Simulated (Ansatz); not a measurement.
**Pt (model structure, started from the omega type, P6/mmm, No. 191, 3 atoms in the cell)**

The numbers are results of PBEsol in Ansatz (PAW), not measurements.

Settings: plane-wave cutoff 500 eV, 24×24×28 k mesh (along the axes of the cell as run), Fermi–Dirac smearing 0.1 eV, scalar-relativistic PAW data made under PBE.

Cell (relaxed at this level):

```cif
data_Pt3
_chemical_formula_sum 'Pt3'
_space_group_name_H-M_alt 'P 1'
_space_group_IT_number 1
_cell_length_a 4.46998
_cell_length_b 4.46998
_cell_length_c 2.67103
_cell_angle_alpha 90.000
_cell_angle_beta 90.000
_cell_angle_gamma 120.000
loop_
_space_group_symop_operation_xyz
  'x, y, z'
loop_
_atom_site_label
_atom_site_type_symbol
_atom_site_fract_x
_atom_site_fract_y
_atom_site_fract_z
_atom_site_occupancy
Pt1 Pt 0.00000 0.00000 0.00000 1
Pt2 Pt 0.33333 0.66667 0.50000 1
Pt3 Pt 0.66667 0.33333 0.50000 1
```

* **band gap**: zero (no gap)

Note: the relaxation could raise the start's symmetry but not lower it, so the cell can be a saddle point.

Spin–orbit coupling is not included.

Computed values are for the static lattice.

A model structure was made by putting elements into a prototype or built by hand; it is no filed structure, need not be a known phase, and can be a saddle point held by its symmetry.

Ansatz is a quantum-chemistry and plane-wave program.
